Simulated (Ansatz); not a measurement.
# CCSD/cc-pVTZ run of N2O (nitrous oxide)

What is the energy change on altering one bond length of N2O (nitrous oxide) at CCSD/cc-pVTZ? 

Program for the calculation: Ansatz 0.2.0.

34 further runs of the same task are left out: 2 that didn't finish, 32 set aside as unsound or not needed.

**1. The structure to begin with**

N2O has 3 atoms, charge 0, and is taken as a singlet. As SMILES, `N#[N+][O-]`. Geometry: relaxed at PBE0-D4/def2-TZVP.

Bond lengths: N1–N2 1.118 Å, N2–O3 1.174 Å. Angles: N1–N2–O3 180.0°.

**2. The energy at CCSD/cc-pVTZ**

molecule.yaml

```yaml
crystal:
  periodic: [false, false, false]
  atoms:
    - {symbol: "N", position_ang: [-0.511700, 1.001300, -0.167900]}
    - {symbol: N, position_ang: [-0.008400, 0.016500, -0.002800]}
    - {symbol: O, position_ang: [0.520100, -1.017800, 0.170700]}
basis:
  gaussian:
    orbitals: cc-pVTZ
scf:
  omitted_lower_state_checks: [cluster_reference, increment]
correlation:
  method: ccsd
  frozen_orbitals: {"N": 1, O: 1}
accuracy: high
total_charge: 0
```

Launch:

```
$ ansatz run molecule.yaml --threads 1 --pin off --max-ram 3480MiB --events-out events.jsonl --progress --plain --runs-dir runs
```

Standard output (excerpt; [...] marks lines left out):

```text
Warning: RAYON_NUM_THREADS=1 ignored (pool sized by the plan → 1); use --threads N
Functional definition: HF
  name "HF"
[...]
1370 factors; integrals over basis functions are off by at most 2.6e-9 eV
[...]
mean field -5000.14528075 eV, -183.7519498475 hartree, gradient 1.3e-8 eV, S^2 0.000000; 0 other end points of the search recorded, 0 dependent functions left out
3 core orbitals not correlated: weight in the atoms' cores, before any rotation towards them, 1.000 or more for the frozen orbitals, at most 0.000 for the correlated occupied ones
reference -5000.14528075 eV, -183.7519498475 hartree; 8, 8 occupied and 79, 79 virtual orbitals, 1370 factors
second order -17.39345046 eV of doubles, -0.00000000 eV of singles
cycle   1  -16.03294876 eV  change     1.4e0 eV  update   1.4e-1
[...]
cycle  21  -16.86381960 eV  change   -1.3e-9 eV  update  7.9e-10
Total energy: -5017.00910035 eV, -184.3716837871 hartree
Checks for a lower state left out: cluster_reference, increment
```

Wall time 5.1 s (1 thread of Arm Neoverse V1, shared host); peak memory 0.44 GiB.

**3. The distorted shape**

job.yaml

```yaml
basis:
  gaussian: {orbitals: cc-pVTZ}
crystal:
  periodic: [false, false, false]
  atoms:
    - {symbol: "N", position_ang: [-1.145919, 2.242498, -0.376106]}
    - {symbol: N, position_ang: [-0.642619, 1.257698, -0.211006]}
    - {symbol: O, position_ang: [0.520100, -1.017800, 0.170700]}
correlation: {method: ccsd, frozen_orbitals: {"N": 1, O: 1}}
accuracy: high
scf: {omitted_lower_state_checks: [cluster_reference, increment]}
```

Launch:

```
$ ansatz run job.yaml --threads 1 --pin off --max-ram 3480MiB --events-out events.jsonl --progress --plain --runs-dir runs
```

Standard output (excerpt; [...] marks lines left out):

```text
Warning: RAYON_NUM_THREADS=1 ignored (pool sized by the plan → 1); use --threads N
[... 2 set-up lines as earlier in the session ...]
[...]
1280 factors; integrals over basis functions are off by at most 3.5e-9 eV
[...]
mean field -4997.77604614 eV, -183.6648820815 hartree, gradient 6.0e-8 eV, S^2 0.000000; 7 other end points of the search recorded, 0 dependent functions left out; unrestricted orbitals would lower it
3 core orbitals not correlated: weight in the atoms' cores, before any rotation towards them, 1.000 or more for the frozen orbitals, at most 0.000 for the correlated occupied ones
reference -4997.77604614 eV, -183.6648820815 hartree; 8, 8 occupied and 79, 79 virtual orbitals, 1280 factors
second order -14.88317818 eV of doubles, -0.00000000 eV of singles
cycle   1  -14.74423998 eV  change    1.4e-1 eV  update   1.0e-1
[...]
cycle  53  -15.64334192 eV  change    1.8e-9 eV  update   1.4e-9
Total energy: -5013.41938806 eV, -184.2397642936 hartree
Checks for a lower state left out: cluster_reference, increment
```

It took 9.6 s on 1 thread of Arm Neoverse V1, shared host; peak memory 0.42 GiB.

**4. What came out**

At CCSD/cc-pVTZ, 3 core orbitals frozen:

```
                                                         quantity          value
                                        first shape: total energy  -184.37168 Eh
         first shape: correlation energy (3 core orbitals frozen)     -619.7 mEh
                                       first shape: T1 diagnostic          0.019
                                    distorted shape: total energy  -184.23976 Eh
     distorted shape: correlation energy (3 core orbitals frozen)     -574.9 mEh
                                   distorted shape: T1 diagnostic          0.012
energy change with the N2–O3 bond stretched from 1.174 to 2.584 Å       3.590 eV
```

**Reading.** One bond (distorted shape) is far stretched, which a spin-restricted single reference describes badly; a broken-symmetry solution may lie lower. With the N2–O3 bond stretched from 1.174 to 2.584 Å the energy rises by 3.59 eV (83 kcal/mol). The first shape isn't relaxed at this level, so the change isn't measured from a minimum. A restricted reference can't describe the breaking bond well at this length. The restricted solution (distorted shape) is unstable to spin breaking: an unrestricted one lies lower.
